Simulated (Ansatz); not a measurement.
# C₃H₄O: up Jacob's ladder to CCSD(T)

The task here is to estimate one member of a computed series from the others.

Method: functionals in def2-TZVPP, the program's frozen cores in correlated methods; program: Ansatz 0.2.0, Gaussian basis.

Plan: LDA (SPW92), PBE-D4, revPBE-D4, BLYP-D4, r2SCAN-D4, B97M-V, PBE0-D4, B3LYP-D4, r2SCANh-D4, r2SCAN0-D4, HSE06-D4, BHLYP-D4, CAM-B3LYP-D4, LC-ωPBE, ωB97X-V, ωB97M-V, B2PLYP, PBE-QIDH; CCSD(T)/def2-SVP; CCSD(T)/def2-TZVPP; MP2/def2-QZVPP; extrapolation to the limit; RPA on PBE.

**Structure used throughout**

All runs share one geometry, relaxed beforehand with PBE0-D4 in a triple-zeta def2 set.

SMILES `C#CCO`, 8 atoms, charge 0, spin multiplicity 1.

Atoms are counted from 1 here; the program's logs count them from 0.

Bond lengths: C1–C2 1.200 Å, C1–H5 1.064 Å, C2–C3 1.458 Å, C3–O4 1.410 Å, C3–H6 1.099 Å, C3–H7 1.093 Å, O4–H8 0.961 Å. Angles: C2–C1–H5 179.3°, C1–C2–C3 178.1°, C2–C3–O4 113.4°, C2–C3–H6 108.8°, C2–C3–H7 109.6°, O4–C3–H6 111.4°, O4–C3–H7 106.3°, H6–C3–H7 107.1°, C3–O4–H8 108.1°.

As a file:

```
C    -0.6234    1.3790   -1.0928
C    -0.1002    0.6202   -0.3240
C     0.5279   -0.3372    0.5788
O    -0.2711   -1.4702    0.8375
H    -1.0900    2.0599   -1.7650
H     1.5068   -0.6213    0.1684
H     0.7107    0.1367    1.5465
H    -0.5687   -1.8241   -0.0050
```

Set-up of the first run:

The input, in.yaml:

```yaml
crystal:
  periodic: [false, false, false]
  atoms:
    - {symbol: C, position_ang: [-0.623358, 1.379016, -1.092795]}
    - {symbol: C, position_ang: [-0.100172, 0.620157, -0.323987]}
    - {symbol: C, position_ang: [0.527887, -0.337174, 0.578770]}
    - {symbol: O, position_ang: [-0.271060, -1.470218, 0.837453]}
    - {symbol: H, position_ang: [-1.089964, 2.059861, -1.764962]}
    - {symbol: H, position_ang: [1.506844, -0.621252, 0.168372]}
    - {symbol: H, position_ang: [0.710655, 0.136670, 1.546497]}
    - {symbol: H, position_ang: [-0.568733, -1.824060, -0.005048]}
basis:
  gaussian: {orbitals: def2-TZVPP}
hamiltonian: {xc: lda}
output: {orbitals: {seedname: orbitals}}
```

Run with:

```bash
$ ansatz run in.yaml --threads 4 --pin off --events-out ev --progress --plain --max-ram 10444MiB
```

Steps of the session up to this table: LDA; PBE-D4 (GGA); revPBE-D4 (GGA); BLYP-D4 (GGA); r2SCAN-D4 (meta-GGA); B97M-V (meta-GGA); PBE0-D4 (hybrid); B3LYP-D4 (hybrid); r2SCANh-D4 (hybrid); r2SCAN0-D4 (hybrid); HSE06-D4 (hybrid); BHLYP-D4 (hybrid); CAM-B3LYP-D4 (range-separated); LC-ωPBE (range-separated); ωB97X-V (range-separated); ωB97M-V (range-separated); B2PLYP (double hybrid); PBE-QIDH (double hybrid).

One of the session's tables, all rows but one given; the rest of the session is left out.

It belongs to the step «Frontier levels by functional». 

| functional | HOMO (eV) | gap (eV) |
| --- | --- | --- |
| LDA (SPW92) | -6.62 | 5.71 |
| PBE-D4 | -6.48 | 5.81 |
| revPBE-D4 | -6.43 | 5.85 |
| BLYP-D4 | -6.39 | 5.80 |
| r2SCAN-D4 | -6.78 | 6.47 |
| B97M-V | -6.83 | 6.52 |
| PBE0-D4 | -7.89 | 8.23 |
| B3LYP-D4 | ? | ? |
| r2SCANh-D4 | -7.31 | 7.35 |
| r2SCAN0-D4 | -8.06 | 8.63 |
| HSE06-D4 | -7.49 | 7.44 |
| BHLYP-D4 | -9.07 | 10.34 |
| CAM-B3LYP-D4 | -9.31 | 10.64 |
| LC-ωPBE | -10.70 | 13.33 |
| ωB97X-V | -10.31 | 12.79 |
| ωB97M-V | -10.19 | 12.38 |

**Question.** Estimate the row for B3LYP-D4.

Worked estimate for «HOMO (eV)». Against the share of exact exchange, BLYP-D4 (0, -6.39), BHLYP-D4 (0.5, -9.07) give a slope of -5.36 per unit share; at 0.2 the line stands at -7.46.

The run gave: HOMO (eV): -7.67; gap (eV): 7.71. In «HOMO (eV)» the line misses by +0.21.
